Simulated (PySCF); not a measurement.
**Gas-phase XPS of silacyclopropynylidene, computed**

Compound: silacyclopropynylidene, C2Si (singlet state).
SMILES with atom numbers: `[C:1]1#[C:2][Si:3]1`

Level of theory: delta-SCF UKS SCAN, pcX-2 on the ionised atom, pcseg-1 elsewhere, spin-free X2C in PySCF 2.14.0. Each binding energy is the total energy of the core-ionised species, with the hole localised on one atom, minus that of the ground state; both are solved self-consistently, so orbital relaxation is included.

Q: What binding energy does each computed site have?

A: 
```tsv
atom(s)	bonded to	level	binding energy (eV)	count
C1/C2	C (triple bond) and Si	C 1s	291.00	2
Si3	2 C	Si 1s	1849.40	1
```

Q: What is the longest wavelength that can ionise C 1s of C1/C2 vertically?

A: λ = hc/E = 12398.42 eV Å / 291.00 eV = 42.606 Å.

Atoms equivalent by their bonding share one computed value, that of the first of them. Not every level is listed. The unrestricted hole states depart most from a pure doublet (⟨S²⟩ = 0.75; over 0.85 named) for C 1s of C1/C2 (0.95), which makes this value less certain. Geometry: PBE0-D3(BJ)/def2-SVP; no solvent, vibrations or thermal averaging.
